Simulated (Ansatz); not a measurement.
# What a trial cell of Ta2Au relaxes into

Computed with DFT PBE, scalar-relativistic, plane waves, PAW in Ansatz. Cutoff 420 eV, Γ-centred k mesh, Gaussian smearing, no spin polarisation in the final step.

Ta2Au was placed on the sites of a reported Cr2B cell (I4/mcm, No. 140), with Au in place of B, Ta in place of Cr, at a guessed volume.

```yaml
crystal:
  lattice:
    - [-3.15907, 3.15907, 2.62961]
    - [3.15907, -3.15907, 2.62961]
    - [3.15907, 3.15907, -2.62961]
  atoms:
    - { symbol: Ta, position: [0.66700, 0.16700, 0.83400] }
    - { symbol: Ta, position: [0.16700, 0.33300, 0.50000] }
    - { symbol: Ta, position: [0.33300, 0.83300, 0.16600] }
    - { symbol: Ta, position: [0.83300, 0.66700, 0.50000] }
    - { symbol: Au, position: [0.25000, 0.25000, 0.00000] }
    - { symbol: Au, position: [0.75000, 0.75000, 0.00000] }
```

Cell and atoms relax at zero pressure; the relaxation can't lower the symmetry of the start. After a coarse first stage the cell is made exact in the group found at 0.06 Å.

The zero of energy is the elements' standard structures at the same level; no fitted shifts are applied.

(1) What does it relax into?

(2) What are its volume, energy, density and gap?

## Answers

(1) It keeps I4/mcm (No. 140). Conventional cell: a = 6.549 Å, c = 5.159 Å. Ta is coordinated by 1 Ta at 2.75 Å, 4 Au at 2.81 Å, 6 Ta at 3.19–3.23 Å and 4 Ta at 3.53 Å; Au is coordinated by 2 Au at 2.58 Å and 8 Ta at 2.81 Å.

Space group I4/mcm (No. 140). a = 6.549 Å, b = 6.549 Å, c = 5.159 Å, α = 90.00°, β = 90.00°, γ = 90.00°
| atom | site | symmetry | x | y | z |
| --- | --- | --- | --- | --- | --- |
| Ta | 8h | m.2m | 0.1486 | 0.6486 | 0.5000 |
| Au | 4a | 422 | 0.0000 | 0.0000 | 0.7500 |

(2) The volume per atom is 18.44 Å³. The density is 16.78 g/cm³. The energy over the elements is 0.12 eV/atom. The gap on the 10×10×10 mesh is 0 eV (a metal).

The final run used a 10×10×10 mesh on its 6-atom cell and 0.10 eV smearing. The k mesh leaves about 4 meV/atom of noise in metals. Spin–orbit coupling is left out. A structure relaxed within its symmetry needn't be a true minimum.

Cost: 3 runs of about 3.4 core-minutes in all, on Arm Neoverse V2 (shared hosts).